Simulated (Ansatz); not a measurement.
CH$_{3}$FO, SMILES `OCF`, 6 atoms. Charge 0, multiplicity 1. All runs use 2 threads of a server CPU on a shared host. Correlated methods freeze the cores. Open-shell runs search over several starts.

Question: How many basis functions does each run have, and how long does it take in Ansatz? RKS r2SCANh-D4/def2-TZVPP energy; RKS PBE0-D4/def2-SVP energy; UHF-MP2/def2-QZVPP energy of the cation; UKS B3LYP-D4/def2-TZVPP energy of the cation; RKS ωB97M-V/def2-TZVPP energy and forces; RKS PBE0-D4/def2-TZVP frequencies; UKS PBE0-D4/def2-TZVPP energy of the cation; RHF-CCSD(T)/def2-TZVPP energy; RKS PBE0-D4/def2-TZVP relaxation (6 steps); RKS B97M-V/def2-TZVPP energy; UKS r2SCAN-D4/def2-TZVPP energy of the cation; UKS ωB97X-V/def2-TZVPP energy of the cation. (Best estimate.)

Answer: The calculation gave: Other jobs shared the machine, so times are rough.

```tsv
level	job	functions	wall time	peak host memory (GiB)
RKS PBE0-D4/def2-SVP	energy	57	0.4 s	0.11
RKS r2SCANh-D4/def2-TZVPP	energy	135	1.5 s	0.21
UKS PBE0-D4/def2-TZVPP	energy of the cation	135	2.1 s	0.23
UKS B3LYP-D4/def2-TZVPP	energy of the cation	135	2.3 s	0.22
RKS B97M-V/def2-TZVPP	energy	135	2.7 s	0.17
RKS ωB97M-V/def2-TZVPP	energy and forces	135	3.1 s	0.26
UKS r2SCAN-D4/def2-TZVPP	energy of the cation	135	3.5 s	0.22
RKS PBE0-D4/def2-TZVP	relaxation (6 steps)	111	6.5 s	0.18
RHF-CCSD(T)/def2-TZVPP	energy	135	7.5 s	0.8
UKS ωB97X-V/def2-TZVPP	energy of the cation	135	12 s	0.4
UHF-MP2/def2-QZVPP	energy of the cation	261	16 s	0.78
RKS PBE0-D4/def2-TZVP	frequencies	111	24 s	0.18
```

B3LYP here is the variant with VWN-RPA as its local correlation; programs differ in this.
